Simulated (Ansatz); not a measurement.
Basis-set extrapolation for C2H4O2S, SMILES `SC1OCO1` (PBE0-D4/def2-TZVP geometry, frozen core, Ansatz 0.2.0). Multiplicity 1, RHF reference.

```tsv
	def2-TZVPP	def2-QZVPP
HF	-625.371081	-625.392755
MP2 correlation	-0.967503	-1.041970
CCSD(T) correlation	-1.042012	not run
```

Energies in hartree. Use E(X) = E(∞) + A·exp(−7.88·√X) for Hartree–Fock and E(X) = E(∞) + B·X^(−2.97) for correlation, with X = 3 and 4, and add CCSD(T) minus MP2 of the smaller set to the MP2 limit.

**Question.** What is the CCSD(T) energy at the basis-set limit?

**Answer.** HF limit: -625.392755 + (-0.021674) × 0.13774 = -625.39574. MP2 limit: -1.041970 + (-0.074467) × 0.74074 = -1.09713. Higher-order term: -1.042012 − (-0.967503) = -0.07451. Total: -626.56738 hartree, 4.20 eV below CCSD(T)/def2-TZVPP.
